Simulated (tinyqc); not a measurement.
Inside a calculation. Method: harmonic frequencies on the RHF/sto-3g surface (energies and gradients from PySCF), for H3O+, spin multiplicity 1. One step of it, computed by the program tinyqc.

Task: Normal modes. Diagonalise H_ij / sqrt(m_i m_j); the 6 smallest eigenvalues belong to translations and rotations; wavenumber = sqrt(eigenvalue / 1822.888) x 219474.63; each mode has its largest component positive (the first on a tie); zero-point energy = sum of wavenumbers / 2, with 349.755 1/cm per kcal/mol. A mass of 2.014 u marks deuterium.

Hessian (symmetrised) (hartree/bohr^2):
```
             1Ox          1Oy          1Oz          2Hx          2Hy          2Hz          3Hx          3Hy
1Ox   1.06933738   0.00006020   0.00477856  -0.60005594   0.01203540   0.18371756  -0.22665961   0.20306134
1Oy   0.00006020   1.06915093  -0.01396965   0.01101299  -0.11448113  -0.00248576   0.20325213  -0.48132866
1Oz   0.00477856  -0.01396965   0.14271568   0.11553703  -0.00118366  -0.04586354  -0.06130408   0.11137431
2Hx  -0.60005594   0.01101299   0.11553703   0.60751078  -0.01213406  -0.14100147  -0.00308309  -0.00469340
2Hy   0.01203540  -0.11448113  -0.00118366  -0.01213406   0.08321640   0.00215445   0.03898210   0.01476909
2Hz   0.18371756  -0.00248576  -0.04586354  -0.14100147   0.00215445   0.04690758  -0.02189552   0.00256143
3Hx  -0.22665961   0.20325213  -0.06130408  -0.00308309   0.03898210  -0.02189552   0.20449577  -0.21969196
3Hy   0.20306134  -0.48132866   0.11137431  -0.00469340   0.01476909   0.00256143  -0.21969196   0.48003685
3Hz  -0.09427103   0.17107770  -0.05241685   0.01248460  -0.01754632  -0.00030271   0.07376834  -0.13376305
4Hx  -0.24262220  -0.21432532  -0.05901152  -0.00437168  -0.03888344  -0.02082036   0.02524708   0.02132400
4Hy  -0.21515694  -0.47334152  -0.09622100   0.00581447   0.01649576  -0.00223012  -0.02254225  -0.01347716
4Hz  -0.09422509  -0.15462228  -0.04443521   0.01297987   0.01657553  -0.00074135   0.00943126   0.01982733

             3Hz          4Hx          4Hy          4Hz
1Ox  -0.09427103  -0.24262220  -0.21515694  -0.09422509
1Oy   0.17107770  -0.21432532  -0.47334152  -0.15462228
1Oz  -0.05241685  -0.05901152  -0.09622100  -0.04443521
2Hx   0.01248460  -0.00437168   0.00581447   0.01297987
2Hy  -0.01754632  -0.03888344   0.01649576   0.01657553
2Hz  -0.00030271  -0.02082036  -0.00223012  -0.00074135
3Hx   0.07376834   0.02524708  -0.02254225   0.00943126
3Hy  -0.13376305   0.02132400  -0.01347716   0.01982733
3Hz   0.05310674   0.00801801  -0.01976815  -0.00038720
4Hx   0.00801801   0.22174694   0.23188473   0.07181387
4Hy  -0.01976815   0.23188473   0.47032304   0.11821925
4Hz  -0.00038720   0.07181387   0.11821925   0.04556373
```

masses (u): 1O 15.994915, 2H 1.007825, 3H 1.007825, 4H 2.014102

Give: eigenvalues of the mass-weighted Hessian; harmonic wavenumbers of the vibrations; mass-weighted modes; zero-point energy.

Result:

eigenvalues of the mass-weighted Hessian (hartree/(bohr^2 u)): 0.0000  0.0000  0.0000  0.0000  0.0000  0.0000  0.0232  0.0996  0.1372  0.3559  0.6545  0.7023

harmonic wavenumbers of the vibrations (1/cm): 783.0  1622.1  1903.9  3066.8  4158.7  4307.9

mass-weighted modes:
```
      mode 1   mode 2   mode 3   mode 4   mode 5   mode 6
1Ox  -0.0065  -0.2491  -0.1140  -0.1597  -0.1033  -0.2470
1Oy  -0.0206   0.1502  -0.1887  -0.2666  -0.1696   0.1489
1Oz  -0.4193  -0.0035   0.0132  -0.0741   0.0661  -0.0035
2Hx   0.1367  -0.1257  -0.0417  -0.1023   0.6720   0.6549
2Hy   0.0509  -0.4546   0.6680   0.0333  -0.0080  -0.0203
2Hz   0.5514  -0.1691  -0.1016  -0.0063  -0.1508  -0.1701
3Hx  -0.0303   0.3398   0.6122   0.0773  -0.3174   0.3200
3Hy   0.1515   0.3255   0.2737  -0.0750   0.5885  -0.5676
3Hz   0.5489   0.1721  -0.0923  -0.0037  -0.1649   0.1840
4Hx  -0.0570   0.5504  -0.0824   0.4676   0.0401   0.0064
4Hy  -0.0851  -0.3319  -0.1343   0.7807   0.0674  -0.0038
4Hz   0.4034   0.0078   0.0999   0.2158   0.0371   0.0001
```

zero-point energy = 22.6477 kcal/mol
